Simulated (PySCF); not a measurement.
Reaction (SMILES): P#P (P2) + 3 [H][H] (H2) → 2 P (PH3)
B3LYP-D3(BJ)/def2-TZVP geometries, fixed; electronic energies without zero-point terms.

Basis-set convergence of the energy of full hydrogenation at HF with PySCF. All functions are spherical. Density fitting with generated auxiliary sets. In sets without p functions on hydrogen, species with hydrogen take exact integrals. No added dispersion term, no relativity. Functions are those of the species that has most. Reference: the value in aug-pcseg-3, -55.19 kcal/mol, itself unsure by roughly 0.18 kcal/mol (its mean distance from aug-cc-pV(Q+d)Z, def2-QZVPPD, pcseg-3). Deviations are taken from unrounded values.

```
basis            functions  energy of full hydrogenation (kcal/mol)  minus reference (kcal/mol)
---------------  ---------  ---------------------------------------  --------------------------
6-31G                   26                                   -37.31                       17.88
def2-SVP                36                                   -59.75                       -4.56
6-311+G**               60                                   -59.57                       -4.38
aug-cc-pV(D+d)Z         64                                   -57.91                       -2.72
cc-pV(T+d)Z             81                                   -55.23                       -0.04
def2-TZVPD              86                                   -54.87                        0.32
def2-QZVPPD            175                                   -55.09                        0.10
aug-cc-pV(Q+d)Z        227                                   -55.14                        0.05
aug-pcseg-3            236                                   -55.19                        0.00
```

The smallest set listed that lies within 2 kcal/mol of the reference with all its larger relatives (same family, alike in diffuse functions; a set with none counts only in the reference's own line) is cc-pV(T+d)Z (81 functions, -0.04 kcal/mol off). Inside, with no larger relative to test it: aug-cc-pV(Q+d)Z. (Relatives not listed, tested too: def2-TZVPPD 0.13, cc-pV(Q+d)Z -0.04 kcal/mol.)
